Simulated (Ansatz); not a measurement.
Correlation energies of BH₂, SMILES `[BH2]` radical by basis set

Bond lengths: B1–H2 1.191 Å, B1–H3 1.191 Å. Angles: H2–B1–H3 129.5°.

Total charge 0; spin multiplicity 2. The geometry is a stationary point of PBE0-D4/def2-TZVP. Frozen core, unrestricted reference, Ansatz 0.2.0. CBS rows extrapolate triple and quadruple zeta.

```csv
basis,HF (Eh),MP2 corr.,CCSD corr.,(T),CCSD(T) total
def2-SVP,-25.73104,-0.06646,-0.08530,?,?
def2-TZVPP,?,-0.08224,-0.10079,-0.00193,?
def2-QZVPP,-25.76218,-0.08753,-0.10465,-0.00216,-25.86899
CBS(def2),-25.76237,-0.09146,-0.10751,-0.00233,-25.87221
cc-pV(D+d)Z,-25.75296,-0.06638,-0.08620,-0.00116,-25.84032
cc-pV(T+d)Z,-25.76025,-0.08240,-0.10083,-0.00196,-25.86304
cc-pV(Q+d)Z,?,-0.08781,-0.10487,-0.00217,?
CBS(cc),-25.76244,-0.09166,?,-0.00232,?
```

Problem. Fill in the withheld values. (Estimate.)

Solution. Ansatz gave: def2-SVP (T): -0.00118; def2-SVP CCSD(T) total: -25.81752; def2-TZVPP HF (Eh): -25.76079; def2-TZVPP CCSD(T) total: -25.86351; cc-pV(Q+d)Z HF (Eh): -25.76193; cc-pV(Q+d)Z CCSD(T) total: -25.86897; CBS(cc) CCSD corr.: -0.10774; CBS(cc) CCSD(T) total: -25.87250.
